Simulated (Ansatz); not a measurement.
# CN: the cost of one run

Program: Ansatz 0.2.0. Level of theory: RKS BLYP-D4/def2-mTZVP. These are calculated values, not measurements.

**1. The system as given**

Bond lengths: C1–N2 1.200 Å.

As a file:

```xyz
2

C     0.5126   -0.1659    0.2640
N    -0.5126    0.1659   -0.2640
```

**2. Preparing the start**

input.yaml reads:

```yaml
crystal:
  periodic: [false, false, false]
  atoms:
    - { symbol: C, position_ang: [0.51262, -0.16591, 0.26402] }
    - { symbol: "N", position_ang: [-0.51262, 0.16591, -0.26402] }
total_charge: -1
basis:
  gaussian: { orbitals: def2-mTZVP }
hamiltonian:
  xc: blyp
  dispersion: d4
relax:
  f_tol: 0.02
  max_steps: 40
scf:
  lower_state_search: "off"
```

Command:

```sh
ansatz run input.yaml --threads 1 --pin off --max-ram 2048MiB --backend cpu --events-out ev --progress --plain --runs-dir out
```

What time and memory should one allow on 1 thread of AMD EPYC (Zen 3), shared host?

About 1.6 s, with a peak of 0.092 GiB.
